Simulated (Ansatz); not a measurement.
# Mo (Mo, bcc): the cost of one run

Computed with Ansatz 0.2.0 (DFT BLYP, plane waves (420 eV) with PAW, scalar-relativistic; PAW files made under PBE, frozen cores solved again for the functional, unless a step says otherwise).

### 1 The system as given

Symmetry: Im-3m, No. 229, cubic system. Conventional cell: a = 3.147 Å, b = 3.147 Å, c = 3.147 Å, α = 90.00°, β = 90.00°, γ = 90.00°. Around Mo (site symmetry m-3m) lie 8 Mo at 2.73 Å.

Coordinates:

```
Mo
1.0
    -1.57365    1.57365    1.57365
     1.57365   -1.57365    1.57365
     1.57365    1.57365   -1.57365
Mo
1
Direct
  0.00000 0.00000 0.00000
```

### 2 Relaxing cell and atoms

Input file input.yaml:

```yaml
crystal:
  lattice:
    - [-1.57365, 1.57365, 1.57365]
    - [1.57365, -1.57365, 1.57365]
    - [1.57365, 1.57365, -1.57365]
  atoms:
    - { symbol: Mo, position: [0.0, 0.0, 0.0] }
hamiltonian:
  xc: blyp
  pseudopotentials:
    kind: paw
    azcp:
      Mo: "pseudopotentials/Mo.paw.azcp"
basis:
  ecutwfc: 420
  fft_grid_basis: typed
kpoints:
  mp_grid: { grid: [14, 14, 14], shift: [0, 0, 0] }
magnetization:
  spin_polarized: false
scf:
  occupations: { method: fermi_dirac, width: 0.1 }
relax:
  max_steps: 60
  f_tol: 0.01
  cell: {}
```

What time and memory should one allow on 1 thread of an x86-64 CPU, shared host?

About 6.5 s, with a peak of 0.51 GiB.
